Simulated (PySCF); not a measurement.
**A search over the determinants of CH⁺**

Unrestricted PBE0; PySCF, no relativity, basis sets H def2-SVP, C def2-SVP. Outer shells of the fragments: H 1s1; C+ 2s2 2p1.

Followed along the bond (rough minima from three points):

```
2Ms+1  unpaired  ⟨S²⟩ at the start  R at minimum (Å)  Te (eV)
    1      none               0.00              1.15     0.00
    3  σ ↑, π ↑               2.00              1.15     0.59
    1  σ ↑, π ↓               1.01  none in the scan   ≤ 1.37
```

Solutions found at the starting distance of 1.130 Å, counted from the lowest of them; the search is not exhaustive and high or unbound solutions are not listed, so other states can lie among these:

```
2Ms+1  unpaired   term  E (eV)  ⟨S²⟩  ⟨Lz²⟩  μ (D)
    1      none    ¹Σ⁺    0.00  0.00   0.00  -1.88
    3  σ ↑, π ↑     ³Π    0.59  2.00   1.00  -1.04
    1  σ ↑, π ↓  mixed    1.38  1.01   1.00  -1.32
    3      π ↑↑    ³Σ⁻    4.05  2.13   0.00  -0.75
    1      π ↑↓  mixed    4.91  1.00   2.01  -0.78
    1      none  mixed    6.62  0.00   2.00  -0.77
```

A term symbol is given only where ⟨S²⟩ and ⟨Lz²⟩ are close to those of a pure state; real π, δ and φ orbitals otherwise mix terms. A positive dipole points towards C; it is taken about the centre of mass and depends on that origin.

Counting both spins, an empty level lies below a filled one in some of these solutions, because spin and occupation are held.
